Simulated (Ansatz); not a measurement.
# CH5AlS: a ladder of functionals and wavefunction methods

How much do the methods differ for CH5AlS? The plan is to run it at one geometry with functionals of several rungs and with coupled cluster, and see how far each lands from CCSD(T) at the basis-set limit for the atomisation energy.

The runs use Ansatz 0.2.0, Gaussian basis; functionals in def2-TZVPP, the program's frozen cores in correlated methods.

Levels to be run: LDA (SPW92), PBE-D4, revPBE-D4, BLYP-D4, r2SCAN-D4, B97M-V, PBE0-D4, B3LYP-D4, r2SCANh-D4, r2SCAN0-D4, HSE06-D4, BHLYP-D4, CAM-B3LYP-D4, LC-ωPBE, ωB97X-V, ωB97M-V, B2PLYP, PBE-QIDH; CCSD(T)/def2-SVP; CCSD(T)/def2-TZVPP; MP2/def2-QZVPP; extrapolation to the limit; RPA on PBE.

### Step 1. The geometry

An earlier PBE0-D4 in a triple-zeta def2 set relaxation fixed the geometry.

8 atoms, charge 0, spin multiplicity 1.

Atoms are counted from 1 here; the program's logs count them from 0.

Bond lengths: C1–S2 1.822 Å, C1–H4 1.089 Å, C1–H5 1.090 Å, C1–H6 1.089 Å, S2–Al3 2.168 Å, Al3–H7 1.585 Å, Al3–H8 1.580 Å. Angles: S2–C1–H4 108.7°, S2–C1–H5 111.6°, S2–C1–H6 108.7°, H4–C1–H5 109.2°, H4–C1–H6 109.2°, H5–C1–H6 109.2°, C1–S2–Al3 102.5°, S2–Al3–H7 117.5°, S2–Al3–H8 117.5°, H7–Al3–H8 125.0°.

As a file:

```
C    -0.7246    1.0532   -0.5037
S    -1.0899   -0.4428    0.4698
Al    0.8597   -1.3724    0.6518
H    -1.3037    1.0209   -1.4256
H     0.3349    1.1253   -0.7475
H    -1.0201    1.9276    0.0747
H     2.0883   -0.6373   -0.0276
H     0.9476   -2.7318    1.4522
```

### Step 2. LDA

This LDA is Slater exchange with PW92 correlation.

in.yaml

```yaml
crystal:
  periodic: [false, false, false]
  atoms:
    - {symbol: C, position_ang: [-0.724634, 1.053189, -0.503650]}
    - {symbol: S, position_ang: [-1.089928, -0.442753, 0.469784]}
    - {symbol: Al, position_ang: [0.859662, -1.372357, 0.651806]}
    - {symbol: H, position_ang: [-1.303674, 1.020891, -1.425607]}
    - {symbol: H, position_ang: [0.334936, 1.125287, -0.747467]}
    - {symbol: H, position_ang: [-1.020059, 1.927610, 0.074721]}
    - {symbol: H, position_ang: [2.088308, -0.637264, -0.027599]}
    - {symbol: H, position_ang: [0.947589, -2.731804, 1.452212]}
basis:
  gaussian: {orbitals: def2-TZVPP}
hamiltonian: {xc: lda}
output: {orbitals: {seedname: orbitals}}
```

The runs that follow: PBE-D4 (GGA); revPBE-D4 (GGA); BLYP-D4 (GGA); r2SCAN-D4 (meta-GGA); B97M-V (meta-GGA); PBE0-D4 (hybrid); B3LYP-D4 (hybrid); r2SCANh-D4 (hybrid); r2SCAN0-D4 (hybrid); HSE06-D4 (hybrid); BHLYP-D4 (hybrid); CAM-B3LYP-D4 (range-separated); LC-ωPBE-D4 (range-separated); ωB97X-V (range-separated); ωB97M-V (range-separated); B2PLYP (double hybrid); PBE-QIDH (double hybrid); CCSD(T) in def2-SVP; CCSD(T) in def2-TZVPP; MP2 in def2-QZVPP; RPA on PBE orbitals.

Before running them: what should the planned runs give, taken together? Wanted: atomisation energy, CCSD(T)/CBS; farthest beyond LDA; mean size of error, GGA; mean size of error, meta-GGA; mean size of error, hybrid; mean size of error, range-separated; mean size of error, double hybrid; gap, smallest and largest; T1 diagnostic.

The runs gave:

| quantity | value |
| --- | --- |
| atomisation energy, CCSD(T)/CBS | 2525.6 kJ/mol |
| functionals within 12.6 kJ/mol (0.5 %) | PBE-D4, r2SCAN-D4, B3LYP-D4, r2SCANh-D4, CAM-B3LYP-D4, ωB97X-V, ωB97M-V |
| farthest beyond LDA | BHLYP-D4 (-54.5 kJ/mol) |
| mean size of error, GGA | 24.8 kJ/mol |
| mean size of error, meta-GGA | 20.2 kJ/mol |
| mean size of error, hybrid | 20.4 kJ/mol |
| mean size of error, range-separated | 13.0 kJ/mol |
| mean size of error, double hybrid | 32.7 kJ/mol |
| gap, smallest and largest | 3.97 eV (LDA (SPW92)), 10.57 eV (LC-ωPBE) |
| T1 diagnostic | 0.0109 |
| triples share of the correlation energy | 3.9 % |

LDA overbinds by 291.0 kJ/mol (12 %). PBE-D4 is off by +4.0 kJ/mol. Double hybrids carry the basis error of their MP2 part in triple zeta, and no dispersion term here, so their miss is partly the set-up's. Taken by rung, range-separated functionals do best (13.0 kJ/mol on average) and double hybrid ones worst beyond LDA (32.7 kJ/mol). Misses under about 12.6 kJ/mol are within the doubt on the reference itself, which lacks core-valence correlation, relativity and higher excitations. Hartree-Fock recovers 75 % of the binding; the rest is correlation. CCSD(T) in def2-SVP is off by -147.9 kJ/mol, which most functionals beat. Orbital gaps span 4.0 to 10.6 eV; exact exchange widens them.
